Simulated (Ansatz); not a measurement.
# Vanadium, bcc: convergence with Methfessel-Paxton smearing

Computed with Ansatz, PBE, scalar-relativistic PAW, on the relaxed cell (a = 2.998 Å; spin not included). Errors count from a run at 420 eV on a Γ-centred 24×24×24 mesh with Fermi-Dirac smearing of 0.1 eV, extrapolated to zero width. Fixed here: cutoff 420 eV, mesh 15×15×15. The SCF starts from atomic densities corrected by a trained network.

| width (eV) | E(σ→0) error (meV/atom) | F error (meV/atom) | P (GPa) | SCF iterations |
| --- | --- | --- | --- | --- |
| 0.03 | -2.3 | -2.3 | -0.60 | 5 |
| 0.1 | -2.4 | -2.1 | -0.64 | 5 |
| 0.2 | -1.2 | -0.6 | -0.50 | 5 |
| 0.3 | 0.1 | -0.3 | -0.41 | 5 |
| 0.6 | -2.6 | -8.6 | -0.23 | 5 |
| 1.0 | -16.4 | -25.2 | -0.19 | 5 |

What does the run at 0.01 give (width)?

E(σ→0) error (meV/atom): -2.3; F error (meV/atom): -2.3; P (GPa): -0.59; SCF iterations: 5.
